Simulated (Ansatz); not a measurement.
System: C₂H₂O₂, net charge 0, singlet state. SMILES: O=CC=O
Geometry from a B3LYP-D3(BJ)/def2-TZVP (Ansatz, a first-principles code) optimisation:
```xyz
6

C      0.0079     0.7617    -0.0144
C     -0.0079    -0.7617     0.0144
O      1.0376     1.3794    -0.0260
H     -0.9919     1.2360    -0.0234
O     -1.0376    -1.3794     0.0260
H      0.9919    -1.2360     0.0234
```
Charge 0, spin multiplicity 1.

CCSD(T) with Ansatz in growing basis sets, 22 correlated electrons. Cores are frozen in the correlated levels unless marked. UHF or UKS for open shells. Spin-orbit coupling is left out. No relativistic terms. Costs are ratios of core time to the smallest set, on shared machines of one kind, and rough; they hold the program's checks for lower states.

```csv
basis,functions,cost over smallest,E(corr) (Eh),electronic atomisation energy (kcal/mol)
aug-cc-pVDZ,110,1×,-0.6880,586.8
aug-cc-pVTZ,230,6×,-0.8245,617.2
```

Formally CCSD grows as o²v⁴ and (T) as o³v⁴; with o = 11 and v going from 95 to 215 both grow 26-fold in the last step, while integrals and the mean field grow more slowly. That step adds 136.5 mEh of correlation energy and 30.4 kcal/mol to the atomisation energy.
